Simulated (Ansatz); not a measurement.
Relaxation of CH5AlB (8 atoms, charge 0, multiplicity 2), to a largest force component of 0.015 eV/Å in at most 40 steps.

The calculation used Ansatz 0.2.0, UKS r2SCANh-D4/6-31G*.

```xyz
8
Properties=species:S:1:pos:R:3
B -1.914 0.776 -1.103
Al -0.005 0.525 -0.498
C 0.799 -0.704 0.859
H -2.996 0.906 -1.513
H 1.135 1.379 -1.165
H 0.333 -1.697 0.906
H 0.676 -0.270 1.864
H 1.876 -0.887 0.731
```

Problem. Where does it end, and by what steps?

Solution. The run converged. The force dipped under the threshold on the way, but the program's further checks kept it going. After 16 steps the energy has fallen by 0.128 eV; H8 moved furthest, 0.52 Å.

```csv
step,energy less start (eV),largest force component (eV/Å),accepted
0,0.0000,0.893,yes
1,-0.1043,0.193,yes
2,-0.1184,0.092,yes
3,-0.1215,0.053,yes
4,-0.1223,0.144,yes
5,-0.1239,0.093,yes
6,-0.1246,0.103,yes
7,-0.1253,0.069,yes
8,-0.1261,0.088,yes
9,-0.1261,0.166,yes
10,-0.1273,0.082,yes
11,-0.1277,0.016,yes
12,-0.1280,0.016,yes
13,-0.1279,0.069,no
14,-0.1281,0.015,yes
15,-0.1282,0.025,yes
16,-0.1282,0.014,yes
```

```xyz
8
Properties=species:S:1:pos:R:3
B -1.798 0.624 -1.155
Al 0.115 0.617 -0.442
C 0.746 -0.709 0.865
H -2.910 0.644 -1.579
H 1.072 1.764 -1.010
H -0.014 -1.444 1.147
H 1.084 -0.212 1.783
H 1.610 -1.258 0.471
```

The run took 84 s on 1 thread of Arm Neoverse V2, with other jobs on the host, peak memory 0.19 GiB.
